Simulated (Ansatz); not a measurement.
Steps of a relaxation of C4H10S (`CCCSC`) with RKS PBE0-D4/def2-TZVP.

```sh
$ ansatz run in.yaml --threads 4 --pin off --events-out ev --progress --plain --max-ram 10444MiB
```

```yaml
crystal:
  periodic: [false, false, false]
  atoms:
    - {symbol: C, position_ang: [-0.763959, -0.119995, 1.826414]}
    - {symbol: C, position_ang: [0.506311, 0.159687, 1.024748]}
    - {symbol: C, position_ang: [0.773754, -0.850520, -0.096826]}
    - {symbol: S, position_ang: [-0.523867, -0.972109, -1.385732]}
    - {symbol: C, position_ang: [-0.311162, 0.632017, -2.216648]}
    - {symbol: H, position_ang: [-0.714653, -1.111832, 2.323363]}
    - {symbol: H, position_ang: [-0.926267, 0.643650, 2.613252]}
    - {symbol: H, position_ang: [-1.650314, -0.129301, 1.159931]}
    - {symbol: H, position_ang: [1.392508, 0.157074, 1.698215]}
    - {symbol: H, position_ang: [0.467068, 1.185447, 0.596175]}
    - {symbol: H, position_ang: [1.744980, -0.644358, -0.596034]}
    - {symbol: H, position_ang: [0.835937, -1.880189, 0.315439]}
    - {symbol: H, position_ang: [0.722969, 0.757261, -2.599654]}
    - {symbol: H, position_ang: [-1.007972, 0.637717, -3.077008]}
    - {symbol: H, position_ang: [-0.567234, 1.484750, -1.556334]}
basis:
  gaussian: {orbitals: def2-TZVP}
hamiltonian: {xc: pbe0, dispersion: d4}
relax: {f_tol: 0.005, max_steps: 150}
```

Positions (Å) and forces (eV/Å) along the path, 8 of 8 steps:

```xyz
15
step=1 energy=-15139.8140 eV
C    -0.764   -0.120    1.826   -0.225   -0.106    0.066
C     0.506    0.160    1.025    0.212    0.264    0.001
C     0.774   -0.851   -0.097    0.083   -0.236   -0.088
S    -0.524   -0.972   -1.386    0.460    0.501    0.133
C    -0.311    0.632   -2.217   -0.007    0.159   -0.100
H    -0.715   -1.112    2.323    0.001    0.472   -0.238
H    -0.926    0.644    2.613    0.104   -0.356   -0.395
H    -1.650   -0.129    1.160    0.432    0.020    0.341
H     1.393    0.157    1.698   -0.425   -0.028   -0.307
H     0.467    1.185    0.596   -0.013   -0.512    0.192
H     1.745   -0.644   -0.596   -0.515   -0.081    0.237
H     0.836   -1.880    0.315   -0.041    0.501   -0.176
H     0.723    0.757   -2.600   -0.528   -0.114    0.220
H    -1.008    0.638   -3.077    0.338   -0.018    0.425
H    -0.567    1.485   -1.556    0.125   -0.467   -0.311
15
step=2 energy=-15139.8737 eV
C    -0.758   -0.123    1.814   -0.065   -0.017    0.042
C     0.499    0.165    1.010    0.069    0.049   -0.004
C     0.764   -0.850   -0.096   -0.051   -0.046   -0.134
S    -0.519   -0.964   -1.381    0.199    0.201    0.068
C    -0.304    0.633   -2.199    0.000   -0.044    0.027
H    -0.696   -1.102    2.308    0.001    0.139   -0.072
H    -0.913    0.635    2.591    0.018   -0.101   -0.102
H    -1.641   -0.137    1.164    0.129    0.007    0.099
H     1.378    0.169    1.674   -0.133    0.002   -0.090
H     0.448    1.175    0.577   -0.001   -0.162    0.063
H     1.723   -0.647   -0.592   -0.133   -0.035    0.075
H     0.822   -1.865    0.320   -0.013    0.155   -0.051
H     0.722    0.749   -2.569   -0.153   -0.020    0.055
H    -0.989    0.642   -3.054    0.100   -0.002    0.124
H    -0.559    1.469   -1.539    0.035   -0.127   -0.100
15
step=3 energy=-15139.8807 eV
C    -0.755   -0.123    1.816    0.004   -0.011   -0.012
C     0.493    0.165    1.003    0.013    0.012    0.005
C     0.757   -0.846   -0.102   -0.066   -0.024   -0.040
S    -0.515   -0.961   -1.383    0.043    0.047    0.025
C    -0.298    0.630   -2.193   -0.020   -0.059    0.020
H    -0.685   -1.098    2.307    0.000   -0.010    0.006
H    -0.905    0.631    2.591    0.004    0.005    0.001
H    -1.640   -0.138    1.177   -0.014   -0.001   -0.003
H     1.370    0.175    1.660    0.010    0.003    0.002
H     0.435    1.169    0.571   -0.004    0.016   -0.004
H     1.714   -0.649   -0.592    0.014    0.003    0.008
H     0.811   -1.856    0.315    0.010   -0.017    0.013
H     0.726    0.748   -2.554    0.012    0.007   -0.006
H    -0.974    0.640   -3.048   -0.004    0.013   -0.016
H    -0.558    1.461   -1.537   -0.002    0.015    0.002
15
step=4 energy=-15139.8810 eV
C    -0.753   -0.125    1.817    0.002    0.003    0.003
C     0.493    0.166    1.002    0.001   -0.004    0.008
C     0.754   -0.847   -0.101   -0.012    0.009   -0.027
S    -0.515   -0.957   -1.382   -0.004   -0.006    0.000
C    -0.298    0.631   -2.195    0.004   -0.018    0.017
H    -0.681   -1.099    2.308    0.002   -0.003    0.002
H    -0.903    0.629    2.592   -0.003    0.003    0.005
H    -1.640   -0.142    1.180   -0.002    0.000   -0.002
H     1.371    0.178    1.658    0.002    0.003    0.002
H     0.432    1.170    0.570   -0.003    0.003   -0.003
H     1.714   -0.652   -0.588    0.012   -0.003    0.002
H     0.807   -1.857    0.318   -0.002   -0.003    0.001
H     0.727    0.749   -2.553    0.006    0.006   -0.004
H    -0.971    0.640   -3.053   -0.001   -0.001   -0.004
H    -0.559    1.465   -1.542    0.000    0.010   -0.001
15
step=5 energy=-15139.8811 eV
C    -0.752   -0.128    1.822    0.000   -0.003    0.004
C     0.490    0.168    1.001   -0.005    0.000   -0.009
C     0.750   -0.846   -0.103   -0.002    0.000    0.003
S    -0.521   -0.954   -1.382    0.005    0.004   -0.001
C    -0.294    0.632   -2.197   -0.001   -0.005    0.003
H    -0.673   -1.101    2.315    0.001   -0.001    0.001
H    -0.902    0.627    2.597    0.000    0.000    0.001
H    -1.641   -0.149    1.189    0.000   -0.001   -0.002
H     1.371    0.184    1.652    0.001    0.004    0.001
H     0.420    1.170    0.567    0.006   -0.002    0.004
H     1.710   -0.653   -0.591    0.000    0.002    0.001
H     0.802   -1.856    0.317   -0.006    0.001   -0.002
H     0.733    0.745   -2.551    0.002   -0.001   -0.003
H    -0.963    0.642   -3.058    0.000    0.000   -0.002
H    -0.554    1.469   -1.548   -0.002    0.002    0.002
15
step=6 energy=-15139.8811 eV
C    -0.751   -0.129    1.825   -0.001   -0.001    0.001
C     0.488    0.168    1.001   -0.004   -0.003   -0.005
C     0.748   -0.846   -0.103    0.006    0.001    0.006
S    -0.522   -0.952   -1.383   -0.001    0.000    0.000
C    -0.292    0.632   -2.200    0.002    0.004   -0.001
H    -0.669   -1.102    2.318    0.001    0.001    0.000
H    -0.901    0.626    2.600    0.000   -0.001   -0.001
H    -1.641   -0.153    1.193    0.001    0.000    0.000
H     1.371    0.186    1.651    0.001    0.001   -0.001
H     0.418    1.171    0.567    0.002    0.000    0.002
H     1.708   -0.653   -0.590   -0.002    0.000    0.000
H     0.799   -1.855    0.316   -0.003    0.001   -0.001
H     0.735    0.744   -2.553   -0.001   -0.001   -0.001
H    -0.960    0.642   -3.061    0.000   -0.001    0.000
H    -0.552    1.470   -1.552    0.000   -0.002    0.000
15
step=7 energy=-15139.8811 eV
C    -0.750   -0.131    1.827    0.000    0.000    0.000
C     0.487    0.169    1.002    0.000   -0.001   -0.001
C     0.746   -0.845   -0.103    0.003    0.001    0.005
S    -0.524   -0.949   -1.383   -0.002    0.000   -0.002
C    -0.290    0.632   -2.202    0.001    0.004   -0.002
H    -0.665   -1.103    2.321    0.000    0.001    0.000
H    -0.901    0.624    2.601    0.000    0.000   -0.001
H    -1.642   -0.158    1.197    0.001    0.000    0.000
H     1.371    0.188    1.650    0.000    0.000    0.000
H     0.414    1.171    0.568    0.000    0.000    0.000
H     1.707   -0.653   -0.590   -0.002    0.000   -0.001
H     0.795   -1.854    0.316    0.000    0.000    0.000
H     0.737    0.742   -2.557   -0.001   -0.001    0.001
H    -0.959    0.643   -3.063    0.000    0.000    0.001
H    -0.548    1.472   -1.556    0.001   -0.002    0.000
15
step=8 energy=-15139.8811 eV
C    -0.750   -0.132    1.829    0.000    0.000    0.000
C     0.486    0.169    1.002    0.000    0.000    0.000
C     0.744   -0.844   -0.103    0.000    0.000    0.001
S    -0.525   -0.948   -1.383    0.000    0.000    0.001
C    -0.289    0.633   -2.204    0.001    0.001   -0.002
H    -0.662   -1.104    2.324    0.000    0.000    0.000
H    -0.902    0.624    2.603    0.000    0.000    0.000
H    -1.642   -0.162    1.200    0.000    0.000    0.000
H     1.371    0.190    1.649    0.000   -0.001    0.000
H     0.411    1.172    0.568   -0.001    0.000    0.000
H     1.705   -0.652   -0.590    0.000    0.000   -0.001
H     0.794   -1.854    0.316    0.001    0.000    0.000
H     0.738    0.739   -2.560   -0.001    0.000    0.001
H    -0.959    0.644   -3.064    0.000    0.000    0.001
H    -0.543    1.474   -1.558    0.000   -0.001    0.000
```

Hardware: 4 threads of an Intel Xeon on a shared host. Wall time 34 s, peak host memory 0.65 GiB.
